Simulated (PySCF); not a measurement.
## C2H4OS: core ionisation energies

Compound: C2H4OS.
Z-matrix (Å and degrees, PBE0-D3(BJ)/def2-SVP geometry), rows numbered from 1:
```
C 
O   1  1.4134
C   2  1.3221  1  118.59
S   3  1.6153  2  124.30  1  -175.93
H   1  1.0973  2  107.51  3  -148.17
H   1  1.1015  2  110.07  3    93.10
H   1  1.1020  2  111.41  3   -28.36
H   3  1.1072  2  113.32  1     4.53
```

Computed, not measured: delta-SCF UKS SCAN, pcX-2 on the ionised atom, pcseg-1 elsewhere, spin-free X2C (PySCF 2.14.0). Vertical ΔSCF values, vacuum level as zero.

Question: List the computed XPS lines with their assignment.

Answer: 
```csv
atom(s),environment,level,binding energy (eV),above the level's lowest (eV),count
S4,thiocarbonyl sulfur,S 1s,2476.36,0.00,1
O2,oxygen bonded to 2 C,O 1s,539.89,0.00,1
C3,thiocarbonyl carbon,C 1s,293.57,+0.43,1
C1,methoxy carbon,C 1s,293.14,0.00,1
```

The listed C 1s values span 0.43 eV, from C1 (bonded to O and 3 H) to C3 (bonded to O, S (double bond) and H). Summing the Pauling electronegativity differences to the bonded atoms, each weighted by its formal bond order, gives -0.16 for the lowest site and +0.60 for the highest.

Question: Which photon energy gives electrons from C 1s of C1 a kinetic energy of 20 eV, and what is their de Broglie wavelength?

Answer: hν = 293.14 + 20 = 313.14 eV, recoil neglected; λ = 12.264 Å/√(E/eV) = 2.74 Å.

Not every level is listed. Spin contamination (⟨S²⟩ against 0.75 for a pure doublet) is marked for C 1s of C3 (0.94), which makes this value less certain. Isolated species at its PBE0-D3(BJ)/def2-SVP geometry (one conformer only).

The run took 10 s of wall time on one thread, x86-64 server, shared host.
